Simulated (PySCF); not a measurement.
Compound: C3HN2 (charge -1).
Structure used (PBE0-D3(BJ)/def2-SVP), in Å, numbered top down from 1:
```
atom  x, y, z in Å
N1    -2.2763   -0.7692    0.0169
C2    -1.2282   -0.2378    0.0074
C3    -0.0027    0.4316   -0.0032
C4     1.2342   -0.2162   -0.0262
N5     2.2912   -0.7293   -0.0454
H6    -0.0120    1.5249    0.0073
```

The closed-shell ground state was solved at several levels (PySCF, density fitting, gas phase, non-relativistic). The geometry's basis has no diffuse functions, a weakness for an anion. No diffuse functions stand in pcJ-1, pcSseg-1 and pcSseg-2, which bears on an anion's orbital energies.

```
              level  basis functions  total energy (Eh)  HOMO (eV)  LUMO (eV)  gap (eV)
     B97-2/pcSseg-2              194          -224.4320      -0.65       4.57      5.22
        B3LYP/pcJ-1              145          -224.4450      -0.45       5.03      5.48
CAM-B3LYP/def2-SVPD              108          -224.1683      -2.07       5.37      7.44
```

Task: What might PBE0/pcSseg-1 (90 basis functions) give for the same quantities?

Result: Total energy -224.1459 Eh, HOMO -0.68 eV, LUMO 5.28 eV, gap 5.96 eV.

Task: Over all these levels, which gives the widest orbital gap and which the narrowest?

Result: CAM-B3LYP/def2-SVPD (range-separated hybrid) has the widest, 7.44 eV, and B97-2/pcSseg-2 (global hybrid, 21 % exact exchange) the narrowest, 5.22 eV. Functional and basis both differ between the two, so the spread mixes both effects.
